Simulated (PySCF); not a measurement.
All values below come from PBE-D3(BJ)/def2-TZVP // B3LYP-D3(BJ)/def2-TZVP in PySCF 2.14.0. Gas-phase values, no solvent. Excitations are Tamm–Dancoff values on a coarser integration grid. The basis has no diffuse functions, so Rydberg states are missing or too high.

Reference species (SMILES): `C=O` (neutral, multiplicity 1).

```json
{
  "LUMO": "-2.53 eV",
  "S1–T1 gap (TDA)": "0.72 eV",
  "S1 excitation (TDA)": "3.93 eV",
  "S1 oscillator strength": "0.000"
}
```

Changed species: `CC#CC=O` (X = propynyl; the reference has X = H).

### Question
Give the shifts of the LUMO, S1–T1 gap (TDA), S1 excitation (TDA) and S1 oscillator strength.

### Answer
the LUMO falls by 0.24 eV, to -2.77 eV; the S1–T1 gap (TDA) drops by 0.13 eV, to 0.59 eV; the S1 excitation (TDA) falls by 0.38 eV, to 3.55 eV; the S1 oscillator strength hardly moves.
